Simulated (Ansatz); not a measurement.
Ansatz (an electronic-structure program) input (RPA@PBE/cc-pVQZ):

Ansatz 0.2 input:
```yaml
crystal:
  periodic: [false, false, false]
  atoms:
    - {symbol: O, position_ang: [1.13995611, -0.25449883, 0.02054648]}
    - {symbol: O, position_ang: [0.00546174, 0.47936869, 0.02574851]}
    - {symbol: O, position_ang: [-1.14541786, -0.22486987, -0.04629499]}
basis:
  gaussian:
    orbitals: cc-pVQZ
hamiltonian:
  xc: pbe
total_charge: -1
magnetization: {spin_polarized: true, initial_magnetization: 1}
correlation: {method: rpa, electrons: outside_noble_gas}
```

Output:

```
Functional definition: PBE
integrals: 0.21 GiB planned
1044 factors; integrals over basis functions are off by at most 3.0e-4 eV
mean field: 0.60 GiB planned
mean field evaluation 1: about -6127.8176 eV, gradient 4.1e1 eV
mean field evaluation 2: about -6127.8172 eV, gradient 4.1e1 eV
mean field evaluation 4: about -6133.2528 eV, gradient 7.1e0 eV
mean field evaluation 8: about -6133.4287 eV, gradient 4.3e-1 eV
mean field evaluation 16: about -6133.4292 eV, gradient 2.9e-5 eV
mean field evaluation 32: about -6122.0470 eV, gradient 2.2e1 eV
mean field -6133.42921743 eV, -225.3993663531 hartree, gradient 6.2e-6 eV, S^2 0.751723; 0 other end points of the search recorded, 0 dependent functions left out
3 core orbitals not correlated
reference -6106.30987867 eV, -224.4027490355 hartree; 10, 9 occupied and 152, 153 virtual orbitals, 1044 factors
Total energy: -6138.92882301 eV, -225.6014731301 hartree
```
